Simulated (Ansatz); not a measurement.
**How far each method lies from full CI for AlC, doublet**

Geometry: a point of a stretch scan, not a stationary point.

```xyz
2

Al    0.0000    0.0000    0.0000
C     0.0000    0.0000    2.6880
```

Basis cc-pVDZ; Ansatz 0.2.0. Correlated methods freeze the noble-gas cores, which leaves 7 electrons in 26 orbitals. Prefix R: restricted or restricted open-shell reference. Active spaces: pair = (3e, 3o) about the gap; valence = (7e, 8o) chosen from the atoms' valence shells.

Full CI is exact within this basis and frozen core; it isn't the basis-set limit.

For open shells CISD is restricted-active-space CI with the open shells as a complete middle space.

The UHF ⟨S²⟩ is 1.836 and the ⟨S²⟩ of the determinant under UCCSD is 1.801. The T1 diagnostic (RCCSD) is 0.0358. The largest doubles amplitude (RCCSD) is 0.146 and the T1 diagnostic (UCCSD) is 0.0608.

From what is known of these methods and the diagnostics, rank them by the size of their error in total energy against full CI in cc-pVDZ, smallest first (an estimate: the text doesn't fix the numbers).
A. CASSCF (valence space)
B. RCCSD
C. MRCISD+Q (pair space)
D. MRCISD (valence space)
E. NEVPT2 (pair space)

C (0.68 mEh), D (6.95 mEh), B (9.00 mEh), E (42.47 mEh), A (90.65 mEh).

All errors are against full CI in cc-pVDZ. Below it: MRCISD+Q (pair space). Within each family the higher level lies nearer, as is usual though not guaranteed.

The full-CI state has the irrep B1 of C2v, in the program's axes (one component, if the state is degenerate).

Natural occupations of full CI about the gap: 1.934 1.889 1.740 0.978 0.140 0.122 0.057 0.056 0.013 0.011; effectively unpaired electrons, Σ n²(2−n)², 1.41.
